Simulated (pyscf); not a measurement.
Insertion: F–C:–F (SMILES F[C]F) [singlet] + H₂C=CH₂ (SMILES C=C) → H₂C=CH–CH(F)–F (SMILES C=CC(F)F)

Gas phase, singlet surface, charge 0. Bonds broken: C4–H6. Bonds formed: C2–C4, C2–H6. Optimised with ωB97X-D3(BJ)/def2-SVP in PySCF. MP2 and CC: frozen core, UHF for open shells. ΔMP2 is the change of the MP2 total energy from the triple- to the quadruple-zeta basis.

Transition state (Å):

```xyz
9

F      1.7244     0.2640    -0.3790
C      1.5904     0.6638     0.8797
F      2.3479    -0.0962     1.6605
C     -0.1716    -0.2843     1.3129
C     -0.8192    -0.7668     0.2632
H      0.5026     0.9478     1.2462
H     -0.3030    -0.5817     2.3602
H     -1.6010    -1.5305     0.3572
H     -0.5739    -0.4255    -0.7506
```

One imaginary mode, 1463i cm⁻¹; descent along it reached the two sides named.

```
bond   change  reactant side (Å)  saddle  product side
-----  ------  -----------------  ------  ------------
C4–H6  breaks              1.095   1.406         2.179
C2–C4   forms                3.3   2.047         1.502
C2–H6   forms                3.3   1.183         1.106
```

Electronic energies relative to the separated reactants (eV):

```
level                             barrier  reaction energy  reverse barrier
--------------------------------  -------  ---------------  ---------------
ωB97X-D3(BJ)/def2-TZVP               1.67            -2.68             4.35
PBE/def2-TZVP                        1.15            -2.67             3.82
r²SCAN/def2-TZVP                     1.21            -2.78             3.98
B3LYP-D3(BJ)/def2-TZVP               1.47            -2.65             4.11
PBE0-D3(BJ)/def2-TZVP                1.32            -2.86             4.18
M06-2X/def2-TZVP                     1.56            -2.73             4.29
ωB97M-D3(BJ)/def2-TZVP               1.68            -2.56             4.23
HF/def2-TZVP                         2.63            -2.35             4.98
MP2/def2-QZVPP                       1.48            -2.86             4.34
CCSD/def2-TZVPP                      1.80            -2.61             4.41
CCSD(T)/def2-TZVPP                   1.63            -2.60             4.23
CCSD(T)/def2-TZVPP + ΔMP2(QZVPP)     1.59            -2.64             4.23
```

With CCSD(T)/def2-TZVPP + ΔMP2(QZVPP) energies and thermal terms (ideal gas, 1 atm, RRHO with modes under 100 cm⁻¹ raised to 100, one conformer, R ln 2 for chiral ones without a mode under 150 cm⁻¹), in eV:

```
T (K)   ΔH‡   ΔG‡     ΔH     ΔG
-----  ----  ----  -----  -----
298    1.57  2.03  -2.48  -2.00
600    1.59  2.48  -2.47  -1.51
900    1.62  2.92  -2.44  -1.04
1200   1.65  3.35  -2.40  -0.58
```

The same reactants have a lower exit, to cyclic C₃H₄F₂ (SMILES FC1(F)CC1) (barrier +0.66 eV at ωB97M-D3(BJ)/def2-TZVP, against +1.68 eV here). This is the saddle that the search found; another between the same sides may lie lower. The CCSD(T) − MP2 part came from Ansatz, without density fitting, on the same reference.
